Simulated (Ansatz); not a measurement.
Born–Oppenheimer molecular dynamics of AlCl$_{2}$H (4 atoms, charge 0, multiplicity 1). It goes on from the last frame of an earlier run, with new velocities.

All numbers below come from RKS PBE/def2-SVP (Ansatz 0.2.0).

```
ensemble        : NVT, Nosé–Hoover chain
time step       : 1 fs
steps asked     : 250
set temperature : 3000 K
thermostat      : time constant 100 fs, chain length 3 (defaults)
seed            : 356036
```

First frame:

```xyz
4
Properties=species:S:1:pos:R:3
Al -0.222 0.342 0.170
Cl -0.106 0.334 2.390
Cl 1.449 -0.293 -0.758
H -1.748 0.620 -0.575
```

(1) How far do the bonds stretch over the last three quarters of this one trajectory? (Pairs bonded in most of those frames.)

Results:

(1) 
```csv
bond,mean (Å),spread (Å),shortest,longest
Al1–Cl2,2.187,0.192,1.84,2.63
Al1–Cl3,2.150,0.127,1.93,2.40
Al1–H4,1.736,0.249,1.33,2.22
```

Mean temperature of the second half: 4045 K. The conserved energy wandered by up to 10.4 meV per atom (net -1.6 meV per atom), which is poor conservation. The mean temperature of the second half is 35 % above the set value. A run of 0.25 ps of so small a system gives no equilibrium averages.

The run took 4.9 min on 1 thread of Arm Neoverse V1 (shared host), peak memory 0.098 GiB.
